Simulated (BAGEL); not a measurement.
# SiHCl2 (SMILES Cl[SiH]Cl) at UHF/3-21G (density fitting with qzvpp-jkfit)

Aim: the vertical ionisation energy of SiHCl2 at UHF/3-21G (density fitting with qzvpp-jkfit), from 2 runs. 

The calculation is run with BAGEL 1.2.2.

6 further runs of the same task are left out: 4 that didn't finish, 2 set aside as unsound or not needed. Runs told in other sessions of the task aren't counted.

### 1 The molecule

SiHCl2 has 4 atoms, charge 0, and is taken as a doublet. SMILES: `Cl[SiH]Cl`. The coordinates come from a PBE0-D4/def2-TZVP relaxation.

Bond lengths: Cl1–Si2 2.047 Å, Si2–Cl3 2.047 Å, Si2–H4 1.488 Å. Angles: Cl1–Si2–Cl3 110.2°, Cl1–Si2–H4 108.0°, Cl3–Si2–H4 108.0°.

### 2 The energy at UHF/3-21G (density fitting with qzvpp-jkfit)

File calc.json:

```json
{ "bagel" : [

{
  "title" : "molecule",
  "basis" : "3-21g",
  "df_basis" : "qzvpp-jkfit",
  "angstrom" : "true",
  "geometry" : [
    { "atom" : "Cl", "xyz" : [   -1.646600,    0.177800,    0.889400 ] },
    { "atom" : "Si", "xyz" : [    0.187600,   -0.414200,    0.200000 ] },
    { "atom" : "Cl", "xyz" : [    0.250900,   -0.281300,   -1.841700 ] },
    { "atom" : "H", "xyz" : [    1.208200,    0.517700,    0.752400 ] }
  ]
},
{
  "title" : "uhf",
  "charge" : 0,
  "nopen" : 1
},
{
  "title" : "print",
  "file" : "orbitals.molden",
  "orbitals" : "true"
}

]}
```

Started as:

```console
$ BAGEL_NUM_THREADS=1 BAGEL calc.json > calc.out
```

Output:

```text
* using 1 threads per process

  ===============================================================
  ===============================================================

  *** Geometry ***

  { "atom" : "Cl", "xyz" : [     -3.111623,      0.335993,      1.680722 ] },
  { "atom" : "Si", "xyz" : [      0.354513,     -0.782725,      0.377945 ] },
  { "atom" : "Cl", "xyz" : [      0.474132,     -0.531580,     -3.480309 ] },
  { "atom" : "H", "xyz" : [      2.283167,      0.978311,      1.421830 ] },

  Number of auxiliary basis functions:      402

  Since a DF basis is specified, we compute 2- and 3-index integrals:
    o Being stored without compression. Storage requirement is 0.005 GB

  Number of basis functions:       41
  Number of electrons      :       49

    * METHOD: MOLECULE                             0.10

  *** Open-shell HF ***

  === Nuclear Repulsion ===
   179.8372231575

      * DIIS with orbital gradients will be used.

  === UHF iteration (3-21g) ===
      0      -1202.54012758          0.02226469           0.04
      1      -1202.59676539          0.00894668           0.04
      2      -1202.60420898          0.00324200           0.04
      3      -1202.60550643          0.00088598           0.04
      4      -1202.60582061          0.00018671           0.04
      5      -1202.60585597          0.00006724           0.04
      6      -1202.60586719          0.00002106           0.04
      7      -1202.60586923          0.00001100           0.04
      8      -1202.60586993          0.00000309           0.04
      9      -1202.60586995          0.00000081           0.04
     10      -1202.60586995          0.00000047           0.04
     11      -1202.60586995          0.00000013           0.04
     12      -1202.60586995          0.00000005           0.04
     13      -1202.60586995          0.00000003           0.04
     14      -1202.60586995          0.00000002           0.04
     15      -1202.60586995          0.00000001           0.04
    * SCF iteration converged.

    * S^2 (UHF) is 0.7528

    * Permanent dipole moment:
           (   -0.831776,     0.367506,    -0.639800) a.u.

    * METHOD: UHF                                  0.76

    * METHOD: PRINT                                0.00

  ===============================================================
```

Wall time 1 s (1 thread of Arm Neoverse V1, shared host); peak memory 0.083 GiB.

### 3 The singlet cation at the same level

Edit calc.json of step 2 so:

```diff
@@ -6,3 +6,3 @@
   "df_basis" : "qzvpp-jkfit",
-  "angstrom" : "true",
+  "angstrom" : true,
   "geometry" : [
@@ -15,5 +15,4 @@
 {
-  "title" : "uhf",
-  "charge" : 0,
-  "nopen" : 1
+  "title" : "hf",
+  "charge" : 1
 },
@@ -22,3 +21,3 @@
   "file" : "orbitals.molden",
-  "orbitals" : "true"
+  "orbitals" : true
 }
```

Started as:

```console
$ BAGEL_NUM_THREADS=1 BAGEL calc.json > calc.out
```

Output:

```text
* using 1 threads per process

  ===============================================================
  ===============================================================

  *** Geometry ***

  { "atom" : "Cl", "xyz" : [     -3.111623,      0.335993,      1.680722 ] },
  { "atom" : "Si", "xyz" : [      0.354513,     -0.782725,      0.377945 ] },
  { "atom" : "Cl", "xyz" : [      0.474132,     -0.531580,     -3.480309 ] },
  { "atom" : "H", "xyz" : [      2.283167,      0.978311,      1.421830 ] },

  Number of auxiliary basis functions:      402

  Since a DF basis is specified, we compute 2- and 3-index integrals:
    o Being stored without compression. Storage requirement is 0.005 GB

  Number of basis functions:       41
  Number of electrons      :       49

    * METHOD: MOLECULE                             0.10

  *** RHF ***

  === Nuclear Repulsion ===
   179.8372231575

      * DIIS with orbital gradients will be used.

  === RHF iteration (3-21g) ===
      0      -1202.13071212          0.01745321           0.02
      1      -1202.22940154          0.00928022           0.02
      2      -1202.25422795          0.00115239           0.02
      3      -1202.25495485          0.00036794           0.02
      4      -1202.25507043          0.00013276           0.02
      5      -1202.25508757          0.00003740           0.02
      6      -1202.25508897          0.00001012           0.02
      7      -1202.25508908          0.00000264           0.02
      8      -1202.25508909          0.00000099           0.02
      9      -1202.25508909          0.00000037           0.02
     10      -1202.25508909          0.00000008           0.02
     11      -1202.25508909          0.00000002           0.02
     12      -1202.25508909          0.00000001           0.02
    * SCF iteration converged.

    * Permanent dipole moment:
           (   -1.475503,     0.838660,    -1.166241) a.u.

    * METHOD: HF                                   0.34

    * METHOD: PRINT                                0.00

  ===============================================================
```

Run time: 0.6 s. Hardware: 1 thread of Arm Neoverse V1, shared host; peak memory 0.083 GiB.

### 4 What came out

At UHF/3-21G (density fitting with qzvpp-jkfit):

| quantity | value |
| --- | --- |
| doublet SiHCl2: total energy | -1202.60587 Eh |
| doublet SiHCl2: dipole moment | 2.83 D |
| doublet SiHCl2: ⟨S²⟩ | 0.753 |
| singlet cation: total energy | -1202.25509 Eh |
| singlet cation: HOMO energy | -19.11 eV |
| singlet cation: LUMO energy | -8.71 eV |
| singlet cation: HOMO–LUMO gap | 10.39 eV |
| vertical ionisation energy (to the singlet cation) | 9.545 eV |

**Reading.** The vertical ionisation energy comes to 9.55 eV (220 kcal/mol).
